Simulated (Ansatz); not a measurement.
Results of BLYP (PAW; Ansatz, a first-principles code) for hcp Zr.

Numerical settings: plane-wave cutoff 520 eV, 18×18×12 k mesh (along the axes of the cell as run), Fermi–Dirac smearing 0.05 eV, scalar-relativistic PAW data made under PBE.

A third-order Birch–Murnaghan fit to the energies gives V0 = 24.167 Å³/atom, B0 = 88.4 GPa, B′ = 3.4.

```tsv
V (Å³/atom)	P (GPa)
23.201	…
23.684	1.85
24.168	0.00
24.651	…
25.134	…
```

Task: Estimate the withheld pressures from this fit; the answers are the runs' own values.

Result: 
- 23.201, P (GPa): 3.86
- 24.651, P (GPa): -1.70
- 25.134, P (GPa): -3.24

The formula P = (3/2) B0 (x^(7/3) − x^(5/3)) [1 + (3/4)(B′ − 4)(x^(2/3) − 1)] with x = V0/V meets the computed pressures within 0.01 GPa when these rounded values are put in.

Shape and atoms are relaxed at each volume.

Measured, for comparison: bulk modulus 95.9 GPa (zero-point energy and finite temperature contributions removed, our sources range from 84.3 to 95.9; as tabulated in doi:10.1021/acs.jctc.3c00612). Computed (rounded) less measured: bulk modulus not scored (sources differ).

Note: the bulk modulus comes from volumes at which shape and atoms were relaxed.

The computed numbers hold no vibrational or temperature effects.

It cost very roughly 2.7 core-minutes of CPU time.
